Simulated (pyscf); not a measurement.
PySCF, gas phase, ωB97X-D3(BJ)/def2-SVP geometries.

Task: PBE/def2-TZVP puts the barrier of `[CH3][CH3]` + `[OH][SiH2][O][Si]([OH])([OH])[OH]` → `[CH3][CH2][O][Si]([OH])([OH])[OH]` + `[OH][SiH3]` (four-centre exchange; singlet surface; C–H, O–Si broken, C–O, H–Si formed) at 101.0 kcal/mol and the reaction energy at +48.9 kcal/mol, from the separated reactants. What do PBE0-D3(BJ)/def2-TZVP, M06-2X/def2-TZVP, ωB97M-D3(BJ)/def2-TZVP give on the same structures?

Result: PBE0-D3(BJ): ΔE‡ = 105.9 kcal/mol, ΔE = +50.2 kcal/mol; M06-2X: ΔE‡ = 114.1 kcal/mol, ΔE = +52.7 kcal/mol; ωB97M-D3(BJ): ΔE‡ = 109.2 kcal/mol, ΔE = +51.6 kcal/mol. PBE's barrier lies under all of them, by 4.9 to 13.1 kcal/mol. Its reaction energy lies under all of them, by 1.3 to 3.8 kcal/mol. Low barriers are usual for a GGA, whose delocalisation error favours stretched bonds. On the product side the descent ends in a complex (not fully relaxed), 4.9 kcal/mol under the separated species and 63.4 kcal/mol under the saddle at ωB97X-D3(BJ)/def2-TZVP. The same reactants have a lower exit, to CH₃• + CH₃• + HO–SiH₂–O–Si(OH)(OH)–OH (no saddle counted: cutting one bond costs +98.1 kcal/mol at ωB97M-D3(BJ)/def2-TZVP, against +109.2 kcal/mol here). One saddle was located; it need not be the lowest between these sides.
